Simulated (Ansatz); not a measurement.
# C4H10O: one species, many methods

An exercise on one series of results from a longer session: the logs are not shown, and one member is left open.

Program: Ansatz 0.2.0, Gaussian basis. Level of theory: functionals in def2-TZVPP, the program's frozen cores in correlated methods. These are calculated values, not measurements.

Levels to be run: PBE-D4, r2SCAN-D4, PBE0-D4, B3LYP-D4, ωB97X-V, ωB97M-V, B2PLYP; CCSD(T)/def2-TZVPP; MP2/def2-QZVPP; extrapolation to the limit.

## The geometry

The geometry comes from an earlier relaxation with PBE0-D4 in a triple-zeta def2 set; it is a stationary point, not always the lowest conformer.

SMILES `CCCOC`, 15 atoms, charge 0, spin multiplicity 1.

Atoms are counted from 1 here; the program's logs count them from 0.

Bond lengths: C1–C2 1.519 Å, C1–H6 1.094 Å, C1–H7 1.092 Å, C1–H8 1.091 Å, C2–C3 1.511 Å, C2–H9 1.095 Å, C2–H10 1.095 Å, C3–O4 1.405 Å, C3–H11 1.102 Å, C3–H12 1.103 Å, O4–C5 1.398 Å, C5–H13 1.090 Å, C5–H14 1.100 Å, C5–H15 1.100 Å. Angles: C2–C1–H6 111.0°, C2–C1–H7 111.3°, C2–C1–H8 110.8°, H6–C1–H7 107.8°, H6–C1–H8 107.8°, H7–C1–H8 108.2°, C1–C2–C3 113.1°, C1–C2–H9 110.3°, C1–C2–H10 110.2°, C3–C2–H9 107.9°, C3–C2–H10 108.5°, H9–C2–H10 106.7°, C2–C3–O4 109.3°, C2–C3–H11 110.4°, C2–C3–H12 110.2°, O4–C3–H11 109.9°, O4–C3–H12 109.8°, H11–C3–H12 107.2° and more.

As a file:

```xyz
15
C4H10O
C    -1.59038   -0.73711   -1.03817
C    -0.37484   -1.30013   -0.32246
C     0.66873   -0.25212   -0.01320
O     0.12511    0.69960    0.86593
C     1.02788    1.72216    1.17223
H    -1.30786   -0.28462   -1.99330
H    -2.32576   -1.51791   -1.24402
H    -2.07244    0.03314   -0.43422
H     0.09847   -2.07723   -0.93172
H    -0.67660   -1.77661    0.61580
H     1.55794   -0.71733    0.44091
H     0.99842    0.24242   -0.94248
H     0.52945    2.41254    1.85343
H     1.93162    1.33105    1.66155
H     1.33654    2.27215    0.27153
```

The first run:

Contents of in.yaml:

```yaml
crystal:
  periodic: [false, false, false]
  atoms:
    - {symbol: C, position_ang: [-1.590377, -0.737114, -1.038171]}
    - {symbol: C, position_ang: [-0.374837, -1.300131, -0.322457]}
    - {symbol: C, position_ang: [0.668735, -0.252119, -0.013198]}
    - {symbol: O, position_ang: [0.125112, 0.699599, 0.865927]}
    - {symbol: C, position_ang: [1.027875, 1.722160, 1.172229]}
    - {symbol: H, position_ang: [-1.307860, -0.284623, -1.993295]}
    - {symbol: H, position_ang: [-2.325762, -1.517905, -1.244025]}
    - {symbol: H, position_ang: [-2.072435, 0.033139, -0.434220]}
    - {symbol: H, position_ang: [0.098475, -2.077226, -0.931723]}
    - {symbol: H, position_ang: [-0.676603, -1.776612, 0.615803]}
    - {symbol: H, position_ang: [1.557936, -0.717328, 0.440910]}
    - {symbol: H, position_ang: [0.998423, 0.242424, -0.942484]}
    - {symbol: H, position_ang: [0.529450, 2.412541, 1.853426]}
    - {symbol: H, position_ang: [1.931625, 1.331047, 1.661554]}
    - {symbol: H, position_ang: [1.336543, 2.272150, 0.271525]}
basis:
  gaussian: {orbitals: def2-TZVPP}
hamiltonian: {xc: pbe, dispersion: d4}
output: {forces: true, orbitals: {seedname: orbitals}}
```

Among the steps run: PBE-D4 (GGA); r2SCAN-D4 (meta-GGA); PBE0-D4 (hybrid); B3LYP-D4 (hybrid); ωB97X-V (range-separated); ωB97M-V (range-separated); B2PLYP (double hybrid); CCSD(T) in def2-TZVPP; MP2 in def2-QZVPP.

One table of the session follows, with a row left open; its other results are not shown here.

It belongs to the step «Atomisation energies». 

```
            method  atoms, summed (eV)  atomisation energy (kcal/mol)
            PBE-D4           -6290.992                         1415.4
         r2SCAN-D4           -6296.431                         1392.2
           PBE0-D4           -6292.645                         1396.1
          B3LYP-D4           -6300.952                         1391.3
           ωB97X-V           -6298.340                         1391.8
           ωB97M-V           -6296.819                         1393.5
            B2PLYP           -6295.250                         1377.6
     HF/def2-TZVPP                   ?                              ?
    MP2/def2-TZVPP           -6285.551                         1373.6
   CCSD/def2-TZVPP           -6288.225                         1343.9
CCSD(T)/def2-TZVPP           -6288.523                         1360.3
           MP2/CBS           -6287.595                         1403.5
       CCSD(T)/CBS           -6290.567                         1390.2
```

Estimate the missing values for HF/def2-TZVPP.

**Answer.** atoms, summed (eV): -6274.500; atomisation energy (kcal/mol): 1036.2. In the column «atoms, summed (eV)» it is the highest.
